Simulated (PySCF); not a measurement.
**Vibration and rotation of NaS⁺**

UHF-CCSD(T) constants of NaS⁺, ³Σ⁻ (triplet), unpaired electrons π ↑↑ (basis Na pcseg-2, S pcseg-2; no relativity; PySCF 2.14; masses 22.9898 and 31.9721 u):

| Quantity | Value |
| --- | --- |
| ωe | 192.2 cm⁻¹ |
| ωexe | 2.41 cm⁻¹ |
| Be | 0.15646 cm⁻¹ |
| αe | 0.00217 cm⁻¹ |
| D (centrifugal) | 4.15e-07 cm⁻¹ |
| De to Na⁺ + S | 0.51 eV |

(1) Give the vibrational terms G(v) and spacings up to v = 6.

(2) How well does the Morse estimate ωe²/(4ωexe) reproduce De, and what is D0?

Correlated steps freeze 6 core orbitals. For an ion De counts to the pair picked by the measured ionisation energies or electron affinities, which need not be the lowest pair at this level. The state was picked by a PBE0 search and need not be the measured ground state.

Answers

(1) G(v) = ωe(v+½) − ωexe(v+½)².

| v | G(v) (cm⁻¹) | G(v) − G(v−1) | Bv (cm⁻¹) |
| --- | --- | --- | --- |
| 0 | 95 |  | 0.1554 |
| 1 | 283 | 187 | 0.1532 |
| 2 | 465 | 183 | 0.1510 |
| 3 | 643 | 178 | 0.1489 |
| 4 | 816 | 173 | 0.1467 |
| 5 | 984 | 168 | 0.1445 |
| 6 | 1147 | 163 | 0.1424 |

(2) It gives 0.48 eV, 93 % of the computed De. D0 = De − G(0) = 0.51 − 0.01 = 0.50 eV.
